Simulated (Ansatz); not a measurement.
A made-up structure of MgSiH$_{2}$O, closed shell:

```
5
angstrom
O -0.3829 -0.0147 1.2110
Mg 1.3534 -0.7970 1.4461
Si -0.1158 0.1035 -0.3616
H -0.9800 0.0788 1.9697
H 0.0442 1.4495 -0.9853
```

It is relaxed with PBE-D4/def2-SVP and then PBE0-D4/def2-TZVP (Ansatz 0.2.0). Atoms count as bonded within 1.22 times the sum of their covalent radii (H–H: 0.88 Å). The end point is not checked to be a true minimum.

**Question.** Does its bonding change? (A judgement: the text doesn't fix the answer.)

**Answer.** The calculation gives: Yes. Formed: none; broken: O1–Mg2.

Where it ends: The first stage lowers the energy by 1.68 eV in 18 steps. It ends as MgSiH₂O ([OH][SiH][Mg]):
```tsv
atom	x (Å)	y (Å)	z (Å)
O1	-1.2337	-0.1365	1.1076
Mg2	2.3406	-0.7579	1.0388
Si3	-0.1398	-0.2441	-0.1493
H4	-1.3661	0.7253	1.5071
H5	0.3177	1.2333	-0.2243
```

Labels in which every atom is bracketed show which atoms are joined, not bond orders.

For scale, one of the runs: PBE0-D4/def2-TZVP relaxation, 112 basis functions, launched by `ansatz run in.yaml --threads 2 --pin off --events-out ev --progress --plain --max-ram 4352MiB`. The run took about 14 s on 2 CPU threads of an Intel Xeon Platinum 8488C (shared host).
